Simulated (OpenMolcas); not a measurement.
**SiH (SMILES [SiH]): a chain of runs**

Wanted: the energy (UHF/cc-pVDZ), then the energy (CASSCF(3,3)/cc-pVDZ), then the energy (CASPT2(3,3)/cc-pVDZ), then the energy (SC-NEVPT2(3,3)/cc-pVDZ), then a single-point energy (MRCI(3,3)/cc-pVDZ) of SiH. 

The calculation is run with OpenMolcas 26.06.

2 further runs of the same task are left out: 2 that didn't finish.

## Step 1: Starting point

SiH has 2 atoms, charge 0, and is taken as a doublet. As SMILES, `[SiH]`. The Si1–H2 distance was set to 3.829 Å, away from the relaxed value.

## Step 2: A single-point energy at UHF/cc-pVDZ (run 1)

File step1.input:

```
* HSi Hartree-Fock

&GATEWAY
 BasLib = $CurrDir
 Coord
 2
 angstrom
 Si       0.000000       0.000000      -2.305160
 H        0.000000       0.000000       1.524140
 Basis = cc-pVDZ
 Group = NoSym

&SEWARD

&SCF
 UHF
 Spin = 2
 Scramble = 0.25
 PrOrbitals = 1 1
```

The basis set cc-pVDZ is read from a file made from the Basis Set Exchange's data (not shown).

The run is started by

```sh
$ export MOLCAS_MEM=1860
$ pymolcas step1.input > step1.log
```

Output:

```text
--- Start Module: gateway ---
[...]
--- Stop Module: gateway /rc=_RC_ALL_IS_WELL_ ---
--- Start Module: seward ---
[...]
      Basis functions           23
--- Stop Module: seward /rc=_RC_ALL_IS_WELL_ ---
--- Start Module: scf ---
[...]
       Convergence after 115 Iterations
[...]
::    Total SCF energy                               -289.3497126020
[...]
      Total spin, S                                     0.9138690178
[...]
      Total electronic charge=   15.000000
      Total            charge=   -0.000000
[...]
      Dipole Moment (debye):
      Origin of the operator (angstrom)=    0.0000    0.0000   -2.1720
                   X=  2.3653E-06               Y= -8.9915E-06               Z= -6.6782E-02           Total=  6.6782E-02
      Quadrupole Moment (debye*angstrom):
[...]
--- Stop Module: scf /rc=_RC_ALL_IS_WELL_ ---
[...]
```

Wall time 3.9 s (1 thread of Arm Neoverse V1, shared host); peak memory 0.37 GiB.

## Step 3: The energy at CASSCF(3,3)/cc-pVDZ (run 2)

File step2.inp:

```
>>> EXPORT MOLCAS_PRINT=2
&GATEWAY
BASLIB=$CurrDir
COORD
2
angstrom
Si       0.000000       0.000000      -2.305160
H        0.000000       0.000000       1.524140
BASIS=cc-pVDZ
GROUP=NoSym
&SEWARD
&RASSCF
FILEORB=$CurrDir/step1.UnaOrb
SPIN=2
NACTEL=3 0 0
INACTIVE=6
RAS2=3
ORBLISTING=Nothing
ORBAPPEAR=Compact
```

The basis set cc-pVDZ is read from a file made from the Basis Set Exchange's data (not shown).

The run is started by

```sh
$ export MOLCAS_MEM=1860
$ pymolcas step2.inp > step2.log
```

Output:

```text
--- Start Module: gateway ---
[...]
--- Stop Module: gateway /rc=_RC_ALL_IS_WELL_ ---
--- Start Module: seward ---
[...]
      Basis functions           23
--- Stop Module: seward /rc=_RC_ALL_IS_WELL_ ---
--- Start Module: rasscf ---
[...]
      Number of active orbitals                  3
[...]
      Spin quantum number                      0.5
[...]
      Active orbitals                            3
[...]
      Number of CSFs                             8
[...]
      Number of root(s) required                 1
[...]
      Convergence after 19 iterations
[...]
      printout of CI-coefficients larger than  0.05 for root  1
      energy=    -289.346874
      conf/sym  111     Coeff  Weight
             1  2u0  -0.69258 0.47966
             4  udu  -0.40357 0.16287
             6  uud  -0.23300 0.05429
             8  0u2  -0.55062 0.30318
      Natural orbitals and occupation numbers for root  1
      sym 1:   1.176480   1.000000   0.823520
      ************************************************************************************************************************
      *                                                    Final results                                                     *
[...]
::    RASSCF root number  1 Total energy:   -289.34687400
[...]
      Total electronic charge=   15.000000
      Total            charge=   -0.000000
[...]
      Dipole Moment (debye):
      Origin of the operator (angstrom)=    0.0000    0.0000   -2.1720
                   X=  7.6037E-07               Y= -1.1677E-06               Z= -1.4279E-01           Total=  1.4279E-01
      Quadrupole Moment (debye*angstrom):
[...]
--- Stop Module: rasscf /rc=_RC_ALL_IS_WELL_ ---
[...]
```

It took 2 s on 1 thread of Arm Neoverse V1, shared host; peak memory 0.37 GiB.

## Step 4: A single-point energy at CASPT2(3,3)/cc-pVDZ (run 3)

File step3.input:

```
* HSi CASPT2

&GATEWAY
 BasLib=$CurrDir
 Coord
 2
 angstrom
 Si       0.000000       0.000000      -2.305160
 H        0.000000       0.000000       1.524140
 Basis=cc-pVDZ
 Group=NoSym

&SEWARD

&RASSCF
 FileOrb=$CurrDir/step2.RasOrb
 Spin=2
 Nactel=3 0 0
 Inactive=6
 Ras2=3
 OrbListing=Nothing
 OrbAppear=Compact

&CASPT2
 Imaginary=0.1
 Frozen=5
```

The basis set cc-pVDZ is read from a file made from the Basis Set Exchange's data (not shown).

The run is started by

```sh
$ export MOLCAS_MEM=1860
$ pymolcas step3.input > step3.log
```

Output:

```text
--- Start Module: gateway ---
[...]
--- Stop Module: gateway /rc=_RC_ALL_IS_WELL_ ---
[...]
      Basis functions           23
[...]
--- Start Module: rasscf ---
[...]
      Number of active orbitals                  3
[...]
      Spin quantum number                      0.5
[...]
      Active orbitals                            3
[...]
      Number of CSFs                             8
[...]
      Number of root(s) required                 1
[...]
      Convergence after  4 iterations
[...]
      printout of CI-coefficients larger than  0.05 for root  1
      energy=    -289.346874
      conf/sym  111     Coeff  Weight
             1  2u0  -0.69258 0.47966
             4  udu  -0.40357 0.16287
             6  uud  -0.23300 0.05429
             8  0u2  -0.55062 0.30318
      Natural orbitals and occupation numbers for root  1
      sym 1:   1.176479   1.000000   0.823521
      ************************************************************************************************************************
      *                                                    Final results                                                     *
[...]
::    RASSCF root number  1 Total energy:   -289.34687400
[...]
      Total electronic charge=   15.000000
      Total            charge=   -0.000000
[...]
      Dipole Moment (debye):
      Origin of the operator (angstrom)=    0.0000    0.0000   -2.1720
                   X=  9.5904E-08               Y= -7.2708E-08               Z= -1.4277E-01           Total=  1.4277E-01
      Quadrupole Moment (debye*angstrom):
[...]
--- Stop Module: rasscf /rc=_RC_ALL_IS_WELL_ ---
--- Start Module: caspt2 ---
[...]
 ###    WARNING: User changed nr of frozen orbitals.                         ###
 ###############################################################################
[...]
      E2 (Variational):          -0.0480358150
      Total energy:            -289.3949098171
[...]
      Reference weight:           0.96890
[...]
::    CASPT2 Root  1     Total energy:   -289.39490982
[...]
--- Stop Module: caspt2 /rc=_RC_ALL_IS_WELL_ ---
[...]
```

Wall time 1.8 s (1 thread of Arm Neoverse V1, shared host); peak memory 0.37 GiB.

## Step 5: A single-point energy at SC-NEVPT2(3,3)/cc-pVDZ (run 4)

File step4.input:

```
&gateway
 baslib
 $CurrDir
 coord
 2
 angstrom
 Si       0.000000       0.000000      -2.305160
 H        0.000000       0.000000       1.524140
 basis
 cc-pVDZ
 group
 NoSym

&seward

&rasscf
 fileorb
 $CurrDir/step2.RasOrb
 spin
 2
 nactel
 3 0 0
 inactive
 6
 ras2
 3
 orblisting
 Nothing
 orbappear
 Compact

&caspt2
 sc-nevpt2
 frozen
 5
```

The basis set cc-pVDZ is read from a file made from the Basis Set Exchange's data (not shown).

The run is started by

```sh
$ export MOLCAS_MEM=1860
$ pymolcas step4.input > step4.log
```

Output:

```text
--- Start Module: gateway ---
[...]
--- Stop Module: gateway /rc=_RC_ALL_IS_WELL_ ---
[...]
      Basis functions           23
[...]
--- Start Module: rasscf ---
[...]
      Number of active orbitals                  3
[...]
      Spin quantum number                      0.5
[...]
      Active orbitals                            3
[...]
      Number of CSFs                             8
[...]
      Number of root(s) required                 1
[...]
      Convergence after  4 iterations
[...]
      printout of CI-coefficients larger than  0.05 for root  1
      energy=    -289.346874
      conf/sym  111     Coeff  Weight
             1  2u0  -0.69258 0.47966
             4  udu  -0.40357 0.16287
             6  uud  -0.23300 0.05429
             8  0u2  -0.55062 0.30318
      Natural orbitals and occupation numbers for root  1
      sym 1:   1.176479   1.000000   0.823521
      ************************************************************************************************************************
      *                                                    Final results                                                     *
[...]
::    RASSCF root number  1 Total energy:   -289.34687400
[...]
      Total electronic charge=   15.000000
      Total            charge=   -0.000000
[...]
      Dipole Moment (debye):
      Origin of the operator (angstrom)=    0.0000    0.0000   -2.1720
                   X=  9.5904E-08               Y= -7.2708E-08               Z= -1.4277E-01           Total=  1.4277E-01
      Quadrupole Moment (debye*angstrom):
[...]
--- Stop Module: rasscf /rc=_RC_ALL_IS_WELL_ ---
--- Start Module: caspt2 ---
[...]
 ###    WARNING: User changed nr of frozen orbitals.                         ###
 ###############################################################################
[...]
      E2 (Variational):          -0.0497276142
[...]
      E2 (Variational):          -0.0497230562
      Total energy:            -289.3965970583
[...]
      Reference weight:           0.96574
[...]
::    SC-NEVPT2 Root  1     Total energy:   -289.39659706
[...]
--- Stop Module: caspt2 /rc=_RC_ALL_IS_WELL_ ---
[...]
```

Wall time 1.8 s (1 thread of Arm Neoverse V1, shared host); peak memory 0.37 GiB.

## Step 6: A single-point energy at MRCI(3,3)/cc-pVDZ (run 5)

File step5.inp:

```
* HSi MRCI

&GATEWAY
  BASLIB = $CurrDir
  COORD
  2
  angstrom
  Si       0.000000       0.000000      -2.305160
  H        0.000000       0.000000       1.524140
  BASIS = cc-pVDZ
  GROUP = NoSym

&SEWARD

&RASSCF
  FILEORB = $CurrDir/step2.RasOrb
  SPIN = 2
  NACTEL = 3 0 0
  INACTIVE = 6
  RAS2 = 3
  ORBLISTING = Nothing
  ORBAPPEAR = Compact

&MOTRA
  LUMORB
  FROZEN = 5

&GUGA
  ELECTRONS = 5
  SPIN = 2
  INACTIVE = 1
  ACTIVE = 3
  CIALL = 1

&MRCI
  SDCI
```

The basis set cc-pVDZ is read from a file made from the Basis Set Exchange's data (not shown).

The run is started by

```sh
$ export MOLCAS_MEM=1860
$ pymolcas step5.inp > step5.log
```

Output:

```text
--- Start Module: gateway ---
[...]
--- Stop Module: gateway /rc=_RC_ALL_IS_WELL_ ---
[...]
      Basis functions           23
[...]
      Number of active orbitals                  3
[...]
      Spin quantum number                      0.5
[...]
      Active orbitals                            3
[...]
      Number of CSFs                             8
[...]
      Number of root(s) required                 1
[...]
      Convergence after  4 iterations
[...]
      printout of CI-coefficients larger than  0.05 for root  1
      energy=    -289.346874
      conf/sym  111     Coeff  Weight
             1  2u0  -0.69258 0.47966
             4  udu  -0.40357 0.16287
             6  uud  -0.23300 0.05429
             8  0u2  -0.55062 0.30318
      Natural orbitals and occupation numbers for root  1
      sym 1:   1.176479   1.000000   0.823521
      ************************************************************************************************************************
      *                                                    Final results                                                     *
[...]
::    RASSCF root number  1 Total energy:   -289.34687400
[...]
      Dipole Moment (debye):
      Origin of the operator (angstrom)=    0.0000    0.0000   -2.1720
                   X=  9.5904E-08               Y= -7.2708E-08               Z= -1.4277E-01           Total=  1.4277E-01
      Quadrupole Moment (debye*angstrom):
[...]
      *** WARNING: Default frozen orbitals is overwritten by user input.
      *** Default values:   2
[...]
--- Start Module: guga ---
[...]
--- Stop Module: guga /rc=_RC_ALL_IS_WELL_ ---
--- Start Module: mrci ---
[...]
       (But an ACPF correction will be computed)
       USE THE DEFAULT ACPF G-VALUE GFAC=  0.40000000000000002
[...]
                      CI ENERGY:  -289.41415666
[...]
                ACPF CORRECTION:    -0.00267285
[...]
      Total electronic charge=   15.000000
      Total            charge=   -0.000000
[...]
     ACPF CORRECTION:     -0.00267285
[...]
  CI State   1     Total energy:   -289.41415666     QDav:     -0.00457593     QACPF:     -0.00267285
[...]
--- Stop Module: mrci /rc=_RC_ALL_IS_WELL_ ---
[...]
```

Run time: 1.9 s. Hardware: 1 thread of Arm Neoverse V1, shared host; peak memory 0.37 GiB.

## Step 7: Outcome

| quantity | value |
| --- | --- |
| run 1, UHF/cc-pVDZ: total energy | -289.34971 Eh |
| run 1, UHF/cc-pVDZ: dipole moment | 0.07 D |
| run 1, UHF/cc-pVDZ: HOMO energy (highest over α and β) | -8.14 eV |
| run 1, UHF/cc-pVDZ: LUMO energy (lowest over α and β) | 0.02 eV |
| run 1, UHF/cc-pVDZ: ⟨S²⟩ | 1.749 |
| run 2, CASSCF(3,3)/cc-pVDZ: total energy | -289.34687 Eh |
| run 2, CASSCF(3,3)/cc-pVDZ: dipole moment (CASSCF density) | 0.14 D |
| run 3, CASPT2(3,3)/cc-pVDZ: total energy | -289.39491 Eh |
| run 3, CASPT2(3,3)/cc-pVDZ: dipole moment (CASSCF density) | 0.14 D |
| run 4, SC-NEVPT2(3,3)/cc-pVDZ: total energy | -289.39660 Eh |
| run 4, SC-NEVPT2(3,3)/cc-pVDZ: dipole moment (CASSCF density) | 0.14 D |
| run 5, MRCI(3,3)/cc-pVDZ: total energy | -289.41416 Eh |
| run 5, MRCI(3,3)/cc-pVDZ: dipole moment (CASSCF density) | 0.14 D |

In words: ⟨S²⟩ (run 1, UHF/cc-pVDZ) is 1.75 where a pure doublet has 0.75: the reference is spin-contaminated.
